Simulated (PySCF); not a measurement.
**Ionisation energy of Al by level of theory**

Al [Ne] 3s2 3p1 (2P) → Al⁺ [Ne] 3s2 (1S), as a difference of total energies. All numbers are calculated (PySCF 2.14, the non-relativistic Hamiltonian (point nucleus), in def2-TZVP (5s5p2d1f, 37 functions)). Correlated levels: valence: [Ne] frozen. The calculations carry no spin-orbit coupling.

**Question.** Order these methods by the ionisation energy they give, lowest first.
A. CCSD (valence)
B. LDA
C. CCSD(T) (valence)
D. SCS-MP2 (valence)

**Answer.** D (5.789 eV), A (5.895 eV), C (5.925 eV), B (6.021 eV).

Errors of the correlated levels include the incompleteness of this basis and the frozen core.

For comparison: 5.977 eV (measured; NIST levels, between the centres of gravity of the two terms).
